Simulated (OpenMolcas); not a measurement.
# Si2H5Cl (SMILES [SiH3][SiH2]Cl): levels of theory compared

Wanted: a comparison of 6 runs (HF/STO-3G, HF/3-21G, B3LYP/6-31G*, M06-L/cc-pVDZ, revPBE/cc-pVDZ, CCSD(T)/cc-pVDZ) of Si2H5Cl. 

Program for the calculation: OpenMolcas 26.06.

1 further run of the same task is left out (set aside as unsound or not needed).

### Step 1. The system as given

Si2H5Cl: 8 atoms, total charge 0, spin state singlet. SMILES: `[SiH3][SiH2]Cl`. The Si2–H7 distance was set to 1.708 Å, away from the relaxed value.

Bond lengths: Si1–Si2 2.338 Å, Si2–Cl3 2.065 Å, Si1–H4 1.488 Å, Si1–H5 1.486 Å, Si1–H6 1.486 Å, Si2–H8 1.485 Å. Angles: Si1–Si2–Cl3 108.7°, Si1–Si2–H8 111.8°, Cl3–Si2–H8 107.7°, Si2–Si1–H4 109.6°, Si2–Si1–H5 109.6°, Si2–Si1–H6 109.6°, H4–Si1–H5 109.3°, H4–Si1–H6 109.3°, H5–Si1–H6 109.5°. A long bond or contact: Si2–H7 1.708 Å.

### Step 2. The energy at HF/STO-3G (run 1)

Contents of coord.xyz:

```xyz
8

Si    -0.614201     0.984421    -0.565162
Si     0.665699    -0.836179     0.151038
Cl     2.523899    -0.150279     0.733138
H     -1.960701     0.512721    -0.987862
H      0.057999     1.643321    -1.714862
H     -0.762201     1.958321     0.547238
H     -0.041800    -1.622800     1.491400
H      0.869499    -1.828279    -0.934762
```

Contents of run.inp:

```
&GATEWAY
  BASLIB = $CurrDir
  COORD = coord.xyz
  BASIS = STO-3G
  GROUP = NoSym

&SEWARD

&SCF
  THRESHOLDS = 1e-10 1e-07 1e-07 1e-05
  PRORBITALS = 1 2
```

The basis set STO-3G is read from a file made from the Basis Set Exchange's data (not shown).

Launch:

```sh
export MOLCAS_MEM=1860
pymolcas run.inp > run.log
```

What it wrote:

```text
--- Start Module: gateway ---
[...]
--- Stop Module: gateway /rc=_RC_ALL_IS_WELL_ ---
--- Start Module: seward ---
[...]
      Basis functions           32
--- Stop Module: seward /rc=_RC_ALL_IS_WELL_ ---
[...]
--- Start Module: scf ---
[...]
       Convergence after   9 Iterations
[...]
::    Total SCF energy                              -1028.7285332956
[...]
      Total spin, S                                     0.0000000000
[...]
      Total electronic charge=   50.000000
      Total            charge=   -0.000000
[...]
      Dipole Moment (debye):
      Origin of the operator (angstrom)=    0.9154   -0.0046    0.1296
                   X= -2.8328E+00               Y= -4.9693E-01               Z= -1.0927E+00           Total=  3.0767E+00
      Quadrupole Moment (debye*angstrom):
[...]
--- Stop Module: scf /rc=_RC_ALL_IS_WELL_ ---
[...]
```

Run time: 5.4 s. Hardware: 1 thread of AMD EPYC 7R43 (Zen 3), shared host; peak memory 0.36 GiB.

### Step 3. A single-point energy at HF/3-21G (run 2)

Contents of test.input:

```
* ClH5Si2 Hartree-Fock

&GATEWAY
  BasLib = $CurrDir
  Coord
  8
  angstrom
  Si      -0.614201       0.984421      -0.565162
  Si       0.665699      -0.836179       0.151038
  Cl       2.523899      -0.150279       0.733138
  H       -1.960701       0.512721      -0.987862
  H        0.057999       1.643321      -1.714862
  H       -0.762201       1.958321       0.547238
  H       -0.041800      -1.622800       1.491400
  H        0.869499      -1.828279      -0.934762
  Basis = 3-21G
  Group = NoSym

&SEWARD

&SCF
  Thresholds = 1e-10 1e-07 1e-07 1e-05
  PrOrbitals = 1
```

The basis set 3-21G is read from a file made from the Basis Set Exchange's data (not shown).

Launch:

```sh
export MOLCAS_MEM=1860
pymolcas test.input > test.log
```

What it wrote:

```text
--- Start Module: gateway ---
[...]
--- Stop Module: gateway /rc=_RC_ALL_IS_WELL_ ---
--- Start Module: seward ---
[...]
      Basis functions           49
--- Stop Module: seward /rc=_RC_ALL_IS_WELL_ ---
[...]
--- Start Module: scf ---
[...]
       Convergence after  10 Iterations
[...]
::    Total SCF energy                              -1034.9930519836
[...]
      Total spin, S                                     0.0000000000
[...]
      Total electronic charge=   50.000000
      Total            charge=   -0.000000
[...]
      Dipole Moment (debye):
      Origin of the operator (angstrom)=    0.9154   -0.0046    0.1296
                   X= -2.5796E+00               Y= -3.3783E-01               Z= -1.1686E+00           Total=  2.8520E+00
      Quadrupole Moment (debye*angstrom):
[...]
--- Stop Module: scf /rc=_RC_ALL_IS_WELL_ ---
[...]
```

It took 5.4 s on 1 thread of AMD EPYC 7R43 (Zen 3), shared host; peak memory 0.38 GiB.

Runs 3 to 4 aren't shown in full; the table further down has their settings and results.

### Step 4. The energy at revPBE/cc-pVDZ (run 5)

Contents of job.inp:

```
&GATEWAY
  BasLib=$CurrDir
  Coord
  8
  angstrom
  Si      -0.614201       0.984421      -0.565162
  Si       0.665699      -0.836179       0.151038
  Cl       2.523899      -0.150279       0.733138
  H       -1.960701       0.512721      -0.987862
  H        0.057999       1.643321      -1.714862
  H       -0.762201       1.958321       0.547238
  H       -0.041800      -1.622800       1.491400
  H        0.869499      -1.828279      -0.934762
  Basis=cc-pVDZ
  Group=NoSym

&SEWARD
  GridInput
  Grid=UltraFine
  End of Grid

&SCF
  KSDFT=revPBE
  Thresholds=1e-10 1e-07 1e-07 1e-05
  PrOrbitals=1 2
```

The basis set cc-pVDZ is read from a file made from the Basis Set Exchange's data (not shown).

Launch:

```sh
export MOLCAS_MEM=1860
pymolcas job.inp > job.log
```

What it wrote:

```text
--- Start Module: gateway ---
[...]
--- Stop Module: gateway /rc=_RC_ALL_IS_WELL_ ---
--- Start Module: seward ---
[...]
      Basis functions           79
--- Stop Module: seward /rc=_RC_ALL_IS_WELL_ ---
[...]
--- Start Module: scf ---
[...]
       Convergence after  13 Iterations
[...]
::    Total KS-DFT energy                           -1042.0046584178
[...]
      Total spin, S                                     0.0000000000
[...]
      Total electronic charge=   50.000000
      Total            charge=   -0.000000
[...]
      Dipole Moment (debye):
      Origin of the operator (angstrom)=    0.9154   -0.0046    0.1296
                   X= -1.1380E+00               Y= -1.1543E-02               Z= -6.6956E-01           Total=  1.3204E+00
      Quadrupole Moment (debye*angstrom):
[...]
--- Stop Module: scf /rc=_RC_ALL_IS_WELL_ ---
[...]
```

Run time: 36 s. Hardware: 1 thread of AMD EPYC 7R43 (Zen 3), shared host; peak memory 0.44 GiB.

### Step 5. A single-point energy at CCSD(T)/cc-pVDZ (run 6)

Contents of test.input:

```
&GATEWAY
 BASLIB=$CurrDir
 COORD
 8
 bohr
 Si    -1.16067168     1.86028608    -1.06800140
 Si     1.25798879    -1.58014930     0.28542045
 Cl     4.76947788    -0.28398615     1.38543003
 H     -3.70518790     0.96890227    -1.86678863
 H      0.10960223     3.10542662    -3.24061952
 H     -1.44035114     3.70069035     1.03412994
 H     -0.07899055    -3.06664756     2.81833754
 H      1.64311498    -3.45494659    -1.76644417
 BASIS=cc-pVDZ
 GROUP=NoSym

&SEWARD

&SCF
 THRESHOLDS=1e-10 1e-07 1e-07 1e-05
 PRORBITALS=1

&RASSCF
 FILEORB=$Project.ScfOrb
 SPIN=1
 NACTEL=0 0 0
 INACTIVE=25
 RAS2=0
 OUTORBITALS=Canonical
 ORBLISTING=Few

&MOTRA
 JOBIPH
 FROZEN=15

&CCSDT
 CCT
 TRIPLES=2
 ITERATIONS=80
 ACCURACY=1e-08
 EXTRAPOLATION=5 4
```

The basis set cc-pVDZ is read from a file made from the Basis Set Exchange's data (not shown).

Launch:

```sh
export MOLCAS_MEM=1860
pymolcas test.input > test.log
```

What it wrote:

```text
--- Start Module: gateway ---
[...]
--- Stop Module: gateway /rc=_RC_ALL_IS_WELL_ ---
[...]
      Basis functions           79
[...]
       Convergence after  14 Iterations
[...]
::    Total SCF energy                              -1040.3034694265
[...]
      Total spin, S                                     0.0000000000
[...]
      Number of active orbitals                  0
[...]
      Spin quantum number                      0.0
[...]
      Active orbitals                            0
[...]
      Number of CSFs                             1
[...]
      Number of root(s) required                 1
[...]
      Convergence after  4 iterations
[...]
      Natural orbitals and occupation numbers for root  1
      ************************************************************************************************************************
      *                                                    Final results                                                     *
      ************************************************************************************************************************
[...]
::    RASSCF root number  1 Total energy:  -1040.30346943
[...]
      Total electronic charge=   50.000000
      Total            charge=   -0.000000
[...]
      Dipole Moment (debye):
      Origin of the operator (angstrom)=    0.9154   -0.0046    0.1296
                   X= -1.4612E+00               Y= -7.8400E-02               Z= -8.3540E-01           Total=  1.6850E+00
      Quadrupole Moment (debye*angstrom):
[...]
--- Start Module: motra ---
[...]
      *** WARNING: Default frozen orbitals is overwritten by user input.
      *** Default values:   9
[...]
--- Stop Module: motra /rc=_RC_ALL_IS_WELL_ ---
[...]
--- Start Module: ccsdt ---
[...]
      Convergence after                    15  Iterations
      Total energy (diff) :   -1040.69837672      -0.00000000
[...]
 METHOD                       : CCSD+T(CCSD)+<T3(1)WT1> = CCSD(T)
[...]
       CCSD     =     -1040.6983767199481
[...]
--- Stop Module: ccsdt /rc=_RC_ALL_IS_WELL_ ---
[...]
```

It took 40 s on 1 thread of AMD EPYC 7R43 (Zen 3), shared host; peak memory 0.44 GiB.

### Step 6. The series

| run | level | Cartesian functions | integration grid | energy (Eh) | dipole moment (D) of the reference | HOMO energy (eV) | LUMO energy (eV) | wall time |
| --- | --- | --- | --- | --- | --- | --- | --- | --- |
| 1 | HF/STO-3G | no | – | -1028.728533 | 3.08 | -8.81 | 8.74 | 5.4 s |
| 2 | HF/3-21G | no | – | -1034.993052 | 2.85 | -11.09 | 2.59 | 5.4 s |
| 3 | B3LYP/6-31G* (Cartesian functions) | yes | UltraFine | -1042.217376 | 1.71 | -7.96 | -0.62 | 29 s |
| 4 | M06-L/cc-pVDZ | no | UltraFine | -1042.213265 | 1.56 | -7.28 | -0.85 | 47 s |
| 5 | revPBE/cc-pVDZ | no | UltraFine | -1042.004658 | 1.32 | -6.93 | -1.13 | 36 s |
| 6 | CCSD(T)/cc-pVDZ | no | – | -1040.707625 | 1.68 | -10.94 | 2.97 | 40 s |

### Step 7. What came out

```
                                           quantity           value
                                run 6: total energy  -1040.70762 Eh
          run 6: dipole moment (mean-field density)          1.68 D
         run 6: HOMO energy (Hartree–Fock orbitals)       -10.94 eV
         run 6: LUMO energy (Hartree–Fock orbitals)         2.97 eV
       run 6: HOMO–LUMO gap (Hartree–Fock orbitals)        13.92 eV
run 6: correlation energy (15 core orbitals frozen)      -404.2 mEh
                              run 6: (T) correction       -9.25 mEh
```

In words: Over runs 1, 2, 3, 4, 5 the dipole moment (its size) runs from 1.32 D (revPBE/cc-pVDZ) to 3.08 D (HF/STO-3G). The two ends differ in method and basis. Over runs 1, 2, 3, 4, 5 the HOMO–LUMO gap runs from 5.80 eV (revPBE/cc-pVDZ) to 17.54 eV (HF/STO-3G). Totals of different functionals can't be ranked against each other. In run 1 the basis is minimal, so the values are rough. All runs together took 2.7 min, the longest 47 s.
